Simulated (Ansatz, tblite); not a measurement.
# The cluster CuSn2: rung by rung, part 2 of 2

Aim: run the doublet of the cluster CuSn2 at one geometry on many levels, and compare frontier levels, spin and run time.

Ansatz 0.2.0, Gaussian basis; as each input shows. Earlier steps stand in the parts before.

## 12. PBE0-D4/def2-SVP

Input file in.yaml:

```yaml
crystal:
  periodic: [false, false, false]
  atoms:
    - {symbol: Cu, position_ang: [-1.287136, -0.600901, -0.308936]}
    - {symbol: Sn, position_ang: [1.253159, -0.580724, -0.671366]}
    - {symbol: Sn, position_ang: [0.033967, 1.181626, 0.980302]}
basis:
  gaussian: {orbitals: def2-SVP, initial_orbitals: start.molden}
magnetization: {spin_polarized: true, initial_magnetization: 1}
hamiltonian: {xc: pbe0, dispersion: d4}
scf: {omitted_lower_state_checks: [starts]}
output: {orbitals: {seedname: orbitals}}
```

Command:

```sh
ansatz run in.yaml --threads 4 --pin off --events-out ev --progress --plain --max-ram 3916MiB
```

The program printed (excerpt; [...] marks lines left out):

```text
Functional definition: PBE0
  name "PBE0"
  cite "Adamo & Barone, J. Chem. Phys. 110, 6158 (1999) doi:10.1063/1.478522"
  cite "Perdew, Burke & Ernzerhof, Phys. Rev. Lett. 77, 3865 (1996) doi:10.1103/PhysRevLett.77.3865"
  parent pbe
[...]
1030 factors; integrals over basis functions are off by at most 5.2e-4 eV
[...]
mean field -56291.58759252 eV, -2068.6776882165 hartree, gradient 1.7e-6 eV, S^2 0.752492; 0 other end points of the search recorded, 0 dependent functions left out
reference -56291.58761920 eV, -2068.6776891972 hartree; 37, 36 occupied and 46, 47 virtual orbitals, 1030 factors
Total energy: -56291.70648707 eV, -2068.6820575108 hartree
Checks for a lower state left out: starts
```

Run time: 3.4 s. Hardware: 4 threads of Arm Neoverse V2, shared host.

From the report: HOMO -4.85 eV, LUMO -3.26 eV (over both spins); ⟨S²⟩ 0.752 (pure: 0.75).

## 13. PBE0-D4/def2-TZVPD

in.yaml, as its differences from that of step 12:

```diff
@@ -7,3 +7,3 @@
 basis:
-  gaussian: {orbitals: def2-SVP, initial_orbitals: start.molden}
+  gaussian: {orbitals: def2-TZVPD, initial_orbitals: start.molden}
 magnetization: {spin_polarized: true, initial_magnetization: 1}
```

The command is unchanged.

The program printed:

```text
Functional definition: PBE0
  name "PBE0"
  cite "Adamo & Barone, J. Chem. Phys. 110, 6158 (1999) doi:10.1063/1.478522"
  cite "Perdew, Burke & Ernzerhof, Phys. Rev. Lett. 77, 3865 (1996) doi:10.1103/PhysRevLett.77.3865"
  parent pbe
  parameter a = 0.25
  parameter kappa = 0.804
  parameter beta = 0.06672455060314922
  exchange = (1 - a)*pbe_x(kappa = kappa, mu = beta*pi^2/3) + a*exact_x
  correlation = pbe_c(beta = beta)
these checks for a lower state are left out or cut short: starts
1524 factors; their error is unknown
mean field evaluation 1: about -56298.2894 eV, gradient 2.1e0 eV
mean field evaluation 2: about -56298.3022 eV, gradient 2.5e-2 eV
mean field evaluation 4: about -56298.5678 eV, gradient 1.6e-4 eV
mean field evaluation 8: about -56298.5678 eV, gradient 1.7e-5 eV
mean field -56298.56784388 eV, -2068.9342077229 hartree, gradient 8.7e-6 eV, S^2 0.753175; 0 other end points of the search recorded, 0 dependent functions left out
reference -56298.56787199 eV, -2068.9342087557 hartree; 37, 36 occupied and 123, 124 virtual orbitals, 1524 factors
Total energy: -56298.68673986 eV, -2068.9385770692 hartree
Checks for a lower state left out: starts
```

Run time: 14 s. Hardware: 4 threads of Arm Neoverse V2, shared host; peak memory 0.98 GiB.

From the report: HOMO -4.96 eV, LUMO -3.36 eV (over both spins); ⟨S²⟩ 0.753 (pure: 0.75).

## 14. PBE-D4/def2-TZVPD

in.yaml, as its differences from that of step 13:

```diff
@@ -9,3 +9,3 @@
 magnetization: {spin_polarized: true, initial_magnetization: 1}
-hamiltonian: {xc: pbe0, dispersion: d4}
+hamiltonian: {xc: pbe, dispersion: d4}
 scf: {omitted_lower_state_checks: [starts]}
```

Launched as before.

The program printed:

```text
Functional definition: PBE
  name "PBE"
  cite "Perdew, Burke & Ernzerhof, Phys. Rev. Lett. 77, 3865 (1996) doi:10.1103/PhysRevLett.77.3865"
  parent pbe
  parameter kappa = 0.804
  parameter beta = 0.06672455060314922
  exchange = pbe_x(kappa = kappa, mu = beta*pi^2/3)
  correlation = pbe_c(beta = beta)
these checks for a lower state are left out or cut short: starts
1277 factors; their error is unknown
mean field evaluation 1: about -56298.4178 eV, gradient 6.8e0 eV
mean field evaluation 2: about -56298.5977 eV, gradient 4.8e-1 eV
mean field evaluation 4: about -56298.5778 eV, gradient 7.4e-2 eV
mean field evaluation 8: about -56298.5778 eV, gradient 2.1e-5 eV
mean field evaluation 16: about -56298.5805 eV, gradient 1.2e-2 eV
mean field -56298.58099063 eV, -2068.9346908567 hartree, gradient 5.4e-6 eV, S^2 0.753034; 1 other end points of the search recorded, 0 dependent functions left out
reference -56298.58102800 eV, -2068.9346922303 hartree; 37, 36 occupied and 123, 124 virtual orbitals, 1277 factors
Total energy: -56298.72121733 eV, -2068.9398440930 hartree
Checks for a lower state left out: starts
```

Wall time 14 s (4 threads of Arm Neoverse V2, shared host).

Report: HOMO -4.23 eV, LUMO -4.12 eV (over both spins); ⟨S²⟩ 0.753 (pure: 0.75); the next solution that the search met lies 0.003 eV higher.

## 15. r2SCAN-D4/def2-TZVPD

in.yaml, as its differences from that of step 14:

```diff
@@ -9,3 +9,3 @@
 magnetization: {spin_polarized: true, initial_magnetization: 1}
-hamiltonian: {xc: pbe, dispersion: d4}
+hamiltonian: {xc: r2scan, dispersion: d4}
 scf: {omitted_lower_state_checks: [starts]}
```

Launched as before.

The program printed (excerpt; [...] marks lines left out):

```text
Functional definition: r2SCAN
  name "r2SCAN"
  cite "Furness, Kaplan, Ning, Perdew & Sun, J. Phys. Chem. Lett. 11, 8208 (2020) doi:10.1021/acs.jpclett.0c02405"
  cite "Furness, Kaplan, Ning, Perdew & Sun, J. Phys. Chem. Lett. 11, 9248 (2020) doi:10.1021/acs.jpclett.0c03077"
  parent r2scan
[...]
1277 factors; their error is unknown
[...]
mean field -56308.99379445 eV, -2069.3173543391 hartree, gradient 7.0e-6 eV, S^2 0.759773; 1 other end points of the search recorded, 0 dependent functions left out
reference -56308.99381870 eV, -2069.3173552305 hartree; 37, 36 occupied and 123, 124 virtual orbitals, 1277 factors
Total energy: -56309.01659986 eV, -2069.3181924225 hartree
Checks for a lower state left out: starts
```

It took 35 s on 4 threads of Arm Neoverse V2, shared host; peak memory 0.55 GiB.

Report: HOMO -4.38 eV, LUMO -3.92 eV (over both spins); ⟨S²⟩ 0.760 (pure: 0.75); the next solution that the search met lies 0.008 eV higher.

## 16. CCSD(T)/def2-TZVP

Input file in.yaml:

```yaml
crystal:
  periodic: [false, false, false]
  atoms:
    - {symbol: Cu, position_ang: [-1.287136, -0.600901, -0.308936]}
    - {symbol: Sn, position_ang: [1.253159, -0.580724, -0.671366]}
    - {symbol: Sn, position_ang: [0.033967, 1.181626, 0.980302]}
basis:
  gaussian: {orbitals: def2-TZVP, initial_orbitals: start.molden}
magnetization: {spin_polarized: true, initial_magnetization: 1}
correlation: {method: ccsd_t, frozen_orbitals: {Cu: 9, Sn: 4}}
scf: {omitted_lower_state_checks: [starts, cluster_reference]}
output: {orbitals: {seedname: orbitals}}
```

The command is unchanged.

The program printed (excerpt; [...] marks lines left out):

```text
Functional definition: HF
  name "HF"
  cite "Fock, Z. Phys. 61, 126 (1930) doi:10.1007/BF01340294"
  parent pbe
[...]
1437 factors; integrals over basis functions are off by at most 4.5e-4 eV
[...]
mean field -56209.49993893 eV, -2065.6610225881 hartree, gradient 6.1e-8 eV, S^2 1.052038; 2 other end points of the search recorded, 0 dependent functions left out
17 core orbitals not correlated: weight in the atoms' cores, before any rotation towards them, 1.000 or more for the frozen orbitals, at most 0.000 for the correlated occupied ones
reference -56209.49993893 eV, -2065.6610225881 hartree; 20, 19 occupied and 108, 109 virtual orbitals, 1437 factors
second order -28.18801183 eV of doubles, -0.00000000 eV of singles
cycle   1  -24.62093976 eV  change     3.6e0 eV  update   2.3e-1
[...]
cycle  17  -26.21133615 eV  change   -3.0e-5 eV  update   4.9e-5
perturbative correction -1.12199033 eV, -0.0412323840 hartree
Total energy: -56236.83326540 eV, -2066.6655038088 hartree
Checks for a lower state left out: starts, cluster_reference
```

It took 61 s on 4 threads of Arm Neoverse V2, shared host; peak memory 1.8 GiB.

Report: Hartree-Fock HOMO -6.51 eV, LUMO -0.36 eV (over both spins); ⟨S²⟩ 1.052 (pure: 0.75); T1 0.040; the next solution that the search met lies 0.039 eV higher. Doubts: spin contamination.

## 17. RPA/def2-TZVP

in.yaml, as its differences from that of step 16:

```diff
@@ -9,4 +9,4 @@
 magnetization: {spin_polarized: true, initial_magnetization: 1}
-correlation: {method: ccsd_t, frozen_orbitals: {Cu: 9, Sn: 4}}
-scf: {omitted_lower_state_checks: [starts, cluster_reference]}
-output: {orbitals: {seedname: orbitals}}
+hamiltonian: {xc: pbe}
+correlation: {method: rpa, frozen_orbitals: {Cu: 9, Sn: 4}}
+scf: {omitted_lower_state_checks: [starts]}
```

The command is unchanged.

The program printed (excerpt; [...] marks lines left out):

```text
Functional definition: PBE
  name "PBE"
  cite "Perdew, Burke & Ernzerhof, Phys. Rev. Lett. 77, 3865 (1996) doi:10.1103/PhysRevLett.77.3865"
  parent pbe
[...]
1437 factors; integrals over basis functions are off by at most 4.5e-4 eV
[...]
mean field -56298.56606715 eV, -2068.9341424292 hartree, gradient 2.9e-6 eV, S^2 0.752887; 1 other end points of the search recorded, 0 dependent functions left out
17 core orbitals not correlated: weight in the atoms' cores, before any rotation towards them, 1.000 or more for the frozen orbitals, at most 0.000 for the correlated occupied ones
reference -56207.18878152 eV, -2065.5760891200 hartree; 20, 19 occupied and 108, 109 virtual orbitals, 1437 factors
Total energy: -56244.22234672 eV, -2066.9370475388 hartree
Checks for a lower state left out: starts
```

It took 12 s on 4 threads of Arm Neoverse V2, shared host.

⟨S²⟩ 0.753 (pure: 0.75); the next solution that the search met lies 0.003 eV higher.

## 18. Levels side by side

```
               level  functions  HOMO (eV)  LUMO (eV)  gap (eV)   ⟨S²⟩   time
       LDA/def2-TZVP        145      -4.40      -4.44     -0.04  0.751  8.5 s
     PBE-D4/def2-SVP         83      -4.06      -4.00      0.06  0.752  3.9 s
    PBE-D4/def2-TZVP        145      -4.22      -4.11      0.11  0.753   15 s
   PBE-D4/def2-TZVPD        160      -4.23      -4.12      0.11  0.753   14 s
 r2SCAN-D4/def2-TZVP        145      -4.37      -3.91      0.46  0.759   30 s
r2SCAN-D4/def2-TZVPD        160      -4.38      -3.92      0.46  0.760   35 s
    PBE0-D4/def2-SVP         83      -4.85      -3.26      1.60  0.752  3.4 s
   PBE0-D4/def2-TZVP        145      -4.95      -3.34      1.61  0.753  7.5 s
  PBE0-D4/def2-TZVPD        160      -4.96      -3.36      1.61  0.753   14 s
r2SCAN0-D4/def2-TZVP        145      -5.05      -3.23      1.83  0.755   16 s
  HSE06-D4/def2-TZVP        145      -4.59      -3.71      0.88  0.753    7 s
  BHLYP-D4/def2-TZVP        145      -5.60      -2.60      3.00  0.753    8 s
   ωB97X-V/def2-TZVP        145      -6.80      -1.54      5.26  0.752   20 s
```

The pieces so far (eV):

```
    basis           HF  MP2 correlation  CCSD correlation      (T)        total
def2-TZVP  -56209.4999         -28.1880          -26.2113  -1.1220  -56236.8333
```

## 19. Binding energy

Free atoms were run apart at each level; binding is atoms less cluster, divided by the number of atoms, without zero-point or spin-orbit terms.

```
               level  binding an atom (eV)
       HF/def2-TZVP†                 0.527
       LDA/def2-TZVP                 2.155
     PBE-D4/def2-SVP                 1.894
    PBE-D4/def2-TZVP                 1.779
   PBE-D4/def2-TZVPD                 1.782
 r2SCAN-D4/def2-TZVP                 1.708
r2SCAN-D4/def2-TZVPD                 1.710
    PBE0-D4/def2-SVP                 1.673
   PBE0-D4/def2-TZVP                 1.602
  PBE0-D4/def2-TZVPD                 1.604
r2SCAN0-D4/def2-TZVP                 1.548
  HSE06-D4/def2-TZVP                 1.604
  BHLYP-D4/def2-TZVP                 1.431
   ωB97X-V/def2-TZVP                 1.540
       RPA/def2-TZVP                 1.344
      MP2/def2-TZVP†                 1.478
     CCSD/def2-TZVP†                 1.350
  CCSD(T)/def2-TZVP†                 1.509
```

† marks a level with a doubtful state (flagged, unstable or spin-contaminated).

## 20. Results

What follows sums up all 2 parts.

```
                                                  quantity                                value
 gap in def2-TZVP, named functionals, smallest and largest  0.11 eV (PBE-D4), 5.26 eV (ωB97X-V)
                     correlation energy, CCSD(T)/def2-TZVP                            -27.33 eV
                 binding an atom, functionals in def2-TZVP     1.43 (BHLYP-D4) to 2.15 eV (LDA)
⟨S²⟩ in def2-TZVP, named functionals, smallest and largest                         0.752, 0.759
           PBE0 total energy, smallest basis above largest       6.98 eV (def2-SVP, def2-TZVPD)
```

What this shows: Over the named functionals in def2-TZVP the gap runs from 0.11 eV (PBE-D4) to 5.26 eV (ωB97X-V); exact exchange widens it. LDA leaves an empty level below a filled one, so this occupation isn't an aufbau state there; left out of the range. Over the named functionals in def2-TZVP spin contamination reaches 0.01 (r2SCAN-D4), which is small. Notes on CCSD(T)/def2-TZVP: spin contamination.

The slowest run with a step of its own, CCSD(T)/def2-TZVP, took 61 s; the quickest functional in def2-TZVP took 7 s (shared host).
